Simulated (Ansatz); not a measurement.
**SiBH₅: how energies converge with the basis set**

The task here is to estimate one member of a computed series from the others.

Program: Ansatz 0.2.0, Gaussian basis. Level of theory: one geometry, several basis sets. These are calculated values, not measurements.

Plan: PBE0-D4/def2-SVP; ωB97M-V/def2-SVP; PBE0-D4/def2-QZVPP; ωB97M-V/def2-QZVPP; CCSD(T)/cc-pV(D+d)Z; CCSD(T)/cc-pV(T+d)Z; CCSD(T)/cc-pV(Q+d)Z; the functionals' def2-TZVPP values are taken from earlier runs.

## The geometry

An earlier PBE0-D4 in a triple-zeta def2 set relaxation fixed the geometry.

SMILES `B[SiH3]`, 7 atoms, charge 0, spin multiplicity 1.

Atoms are counted from 1 here; the program's logs count them from 0.

Bond lengths: B1–Si2 2.010 Å, B1–H3 1.196 Å, B1–H4 1.195 Å, Si2–H5 1.492 Å, Si2–H6 1.492 Å, Si2–H7 1.487 Å. Angles: Si2–B1–H3 118.9°, Si2–B1–H4 123.6°, H3–B1–H4 117.5°, B1–Si2–H5 108.8°, B1–Si2–H6 108.8°, B1–Si2–H7 115.1°, H5–Si2–H6 107.3°, H5–Si2–H7 108.3°, H6–Si2–H7 108.3°.

Coordinates:

```csv
atom,x (Å),y (Å),z (Å)
B1,-0.04320,-1.18904,0.20426
Si2,0.08908,0.78535,-0.14855
H3,-1.12598,-1.69059,0.29009
H4,0.90641,-1.90253,0.33540
H5,-0.61599,1.09336,-1.42715
H6,-0.62356,1.51669,0.93964
H7,1.47445,1.31877,-0.23949
```

Set-up of the first run:

in.yaml reads:

```yaml
crystal:
  periodic: [false, false, false]
  atoms:
    - {symbol: B, position_ang: [-0.043203, -1.189043, 0.204262]}
    - {symbol: Si, position_ang: [0.089076, 0.785348, -0.148545]}
    - {symbol: H, position_ang: [-1.125977, -1.690592, 0.290092]}
    - {symbol: H, position_ang: [0.906406, -1.902534, 0.335399]}
    - {symbol: H, position_ang: [-0.615990, 1.093364, -1.427155]}
    - {symbol: H, position_ang: [-0.623563, 1.516685, 0.939637]}
    - {symbol: H, position_ang: [1.474452, 1.318774, -0.239488]}
basis:
  gaussian: {orbitals: def2-SVP}
hamiltonian: {xc: pbe0, dispersion: d4}
output: {orbitals: {seedname: orbitals}}
```

Among the steps run: PBE0-D4 in def2-SVP; ωB97M-V in def2-SVP; PBE0-D4 in def2-QZVPP; ωB97M-V in def2-QZVPP.

One of the session's tables, all rows but one given; the rest of the session is left out.

It belongs to the step «Functionals by basis». 

| functional | basis | HOMO (eV) | LUMO (eV) |
| --- | --- | --- | --- |
| PBE0-D4 | def2-SVP | -8.49 | -2.45 |
| PBE0-D4 | def2-TZVPP | -8.47 | -2.49 |
| PBE0-D4 | def2-QZVPP | -8.47 | -2.49 |
| ωB97M-V | def2-SVP | -10.62 | -0.37 |
| ωB97M-V | def2-TZVPP | -10.65 | -0.52 |
| ωB97M-V | def2-QZVPP | ? | ? |

Estimate the missing values for ωB97M-V, def2-QZVPP.

**Answer.** HOMO (eV): -10.65; LUMO (eV): -0.56.
